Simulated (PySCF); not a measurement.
# Mg₂H₄: structure of the singlet

The task is one start of a wider search on Mg₂H₄: the singlet, from a doubly bridged, planar start. It is relaxed, tested by its Hessian and followed downhill if it is a saddle.

Method: PBE0, basis Mg def2-TZVP, H def2-TZVP, no relativity, density fitting; program: PySCF 2.14.0.

### Step 1. Starting geometry

6 atoms, charge 0, spin multiplicity 1.

Bond lengths: Mg1–Mg2 2.472 Å, Mg1–H3 1.813 Å, Mg1–H4 1.813 Å, Mg1–H5 1.710 Å, Mg2–H3 1.813 Å, Mg2–H4 1.813 Å, Mg2–H6 1.710 Å. Angles: Mg2–Mg1–H3 47.0°, Mg2–Mg1–H4 47.0°, Mg2–Mg1–H5 180.0°, H3–Mg1–H4 94.0°, H3–Mg1–H5 133.0°, H4–Mg1–H5 133.0°, Mg1–Mg2–H3 47.0°, Mg1–Mg2–H4 47.0°, Mg1–Mg2–H6 180.0°, H3–Mg2–H4 94.0°, H3–Mg2–H6 133.0°, H4–Mg2–H6 133.0°, Mg1–H3–Mg2 86.0°, Mg1–H4–Mg2 86.0°.

```xyz
6
charge 0 multiplicity 1
Mg    1.2362    0.0000    0.0000
Mg   -1.2362    0.0000    0.0000
H     0.0000    1.3257    0.0000
H     0.0000   -1.3257    0.0000
H     2.9462    0.0000    0.0000
H    -2.9462    0.0000    0.0000
```

### Step 2. The SCF at the typed geometry

The steps below are one call of a driver around PySCF. For each, scf.py gives the equivalent set-up of the SCF; relaxations use the driver's own optimiser. After this first run the driver tries any further starts and a stability analysis.

File scf.py:

```python
from pyscf import gto, scf, dft
mol = gto.M(atom='''
Mg     1.236200     0.000000     0.000000
Mg    -1.236200     0.000000     0.000000
H      0.000000     1.325700     0.000000
H      0.000000    -1.325700     0.000000
H      2.946200     0.000000     0.000000
H     -2.946200     0.000000     0.000000''',
    basis={'Mg': 'def2-TZVP', 'H': 'def2-TZVP'},
    charge=0, spin=0)
mf = dft.RKS(mol, xc='PBE0')
mf.grids.atom_grid = (50, 194)
aux = {'Mg': 'def2-universal-JKFIT', 'H': 'def2-universal-JKFIT'}
mf = mf.density_fit(auxbasis=aux)
mf.conv_tol = 1e-08
mf.diis_space = 10
mf.max_cycle = 60
mf.init_guess = 'minao'
mf.verbose = 4
mf.kernel()
```

On the command line:

```bash
$ OMP_NUM_THREADS=2 python axn.py task.json out
```

Further steps of the session: Relaxing the singlet from the doubly bridged, planar start; Frequencies.

**Question.** What will these runs give? Wanted: minimum; geometry; wavenumbers; dipole moment; highest occupied, lowest empty level; polar-tensor charge of Mg1; zero-point energy; atomisation energy.

As calculated:

| quantity | value |
| --- | --- |
| minimum | singlet, D2h |
| geometry | Mg–H 1.700 Å (×2), Mg–H 1.880 Å (×4), Mg–Mg 2.781 Å; H–Mg–H 84.6° (×2), H–Mg–H 137.7° (×4), H–Mg–Mg 42.3° (×4), H–Mg–Mg 180.0° (×2), Mg–H–Mg 95.4° (×2) |
| wavenumbers (cm⁻¹) | 222 (b3u), 295 (b3g), 301 (b2g), 329 (ag), 362 (b2u), 664 (b3u), 1091 (b2u), 1117 (b3g), 1249 (b1u), 1304 (ag), 1627 (b1u), 1635 (ag) |
| dipole moment | 0.00 D |
| highest occupied, lowest empty level | -7.41, -1.64 eV |
| polar-tensor charge of Mg1 | +1.00 e |
| zero-point energy | 61.0 kJ/mol |
| entropy at 298.15 K | 271.7 J/(mol K) |
| atomisation energy (no zero-point energy) | 976 kJ/mol |

The doubly bridged, planar start keeps its D2h symmetry and ends in a minimum. In the infrared the band at 1249 cm⁻¹ (b1u) leads. Mg1 has a polar-tensor charge of +1.0 e (a dipole derivative, not a static charge), yet symmetry cancels the bond dipoles. Only this shape and spin were tried, so other structures or states may lie lower.
